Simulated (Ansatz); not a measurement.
**SiF4, singlet in cc-pV(D+d)Z: errors against RCCSDT(Q)**

Geometry: MP2(full)/6-31G*, from the G2/97 set.

```yaml
atoms:
  - { symbol: Si, position_ang: [0.0000, 0.0000, 0.0000] }
  - { symbol: F, position_ang: [0.9128, 0.9128, 0.9128] }
  - { symbol: F, position_ang: [-0.9128, -0.9128, 0.9128] }
  - { symbol: F, position_ang: [-0.9128, 0.9128, -0.9128] }
  - { symbol: F, position_ang: [0.9128, -0.9128, -0.9128] }
```

Basis cc-pV(D+d)Z; Ansatz 0.2.0. Correlated methods freeze the noble-gas cores, which leaves 32 electrons in 70 orbitals. R marks a restricted (for open shells ROHF) determinant. Active spaces: frontier = (8e, 8o) about the gap.

Full CI isn't at hand for all of this; RCCSDT(Q) serves as the reference, and is uncertain by about the last step of the cluster series.

* UHF ⟨S²⟩: 0.000
* T1 diagnostic (RCCSD): 0.0116
* largest doubles amplitude (RCCSD): 0.015

Problem. From what is known of these methods and the diagnostics, rank them by the size of their error in total energy against RCCSDT(Q) in cc-pV(D+d)Z, smallest first (an estimate: the text doesn't fix the numbers).
A. BCCD(T)
B. RMP2
C. RHF
D. CASSCF (frontier space)
E. CISD

Solution. A (1.30 kcal/mol), B (12.53 kcal/mol), E (76.71 kcal/mol), D (467.85 kcal/mol), C (538.73 kcal/mol).

All errors are against RCCSDT(Q) in cc-pV(D+d)Z. Within each family the higher level lies nearer, as is usual though not guaranteed.

Atomization energy (electronic, same basis, no zero-point term; atoms at the same level, unrestricted beside the R rows where the molecule is a closed shell, with restricted open-shell steps beyond CCSDT(Q)) at RCCSDT(Q): 2080.3 kJ/mol. Errors of other levels:

| level | error (kJ/mol) |
| --- | --- |
| RHF | -477.2 |
| RMP2 | 128.4 |
| CISD | -272.1 |
| RCCSD | -25.1 |
| RCCSD(T) | -3.2 |
| BCCD(T) | -1.9 |
| RCCSDT | -4.0 |

This basis is far from its limit, so the value isn't to be set against a measured one. Truncated CI isn't size-consistent, which counts against it in atomization.
